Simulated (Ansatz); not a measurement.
Species: C$_{3}$H$_{5}$, net charge -1, singlet state. It need not be the lowest isomer of its formula. Whether it binds its extra electron was not tested at this geometry. 
Geometry from a B3LYP-D3(BJ)/def2-TZVP (Ansatz, a first-principles code) optimisation:
SMILES: C(=[CH-])C
```xyz
8

C      1.3776     0.0184     0.0113
C      0.1027     0.4466    -0.0023
H      2.0569     0.9028     0.0108
H     -0.2163     1.5110    -0.0123
C     -1.0878    -0.4938    -0.0056
H     -0.7212    -1.5250     0.0046
H     -1.7446    -0.3520     0.8688
H     -1.7299    -0.3642    -0.8927
```
Charge -1, spin multiplicity 1.

Basis-set convergence of Hartree-Fock and MP2 correlation energies (hartree) with Ansatz. Cores are frozen in the correlated levels unless marked. Spin-orbit coupling is left out. Non-relativistic. This anion needs diffuse functions, which these sets lack.

| basis | functions | E(HF) | E(corr, MP2) |
|---|---|---|---|
| cc-pVDZ | - | -116.39484 | -0.42194 |
| cc-pVTZ | 160 | ? | ? |

**Question.** Fill in the missing entries.

**Answer.** 
- cc-pVTZ, E(HF): -116.43448
- cc-pVTZ, E(corr, MP2): -0.51914
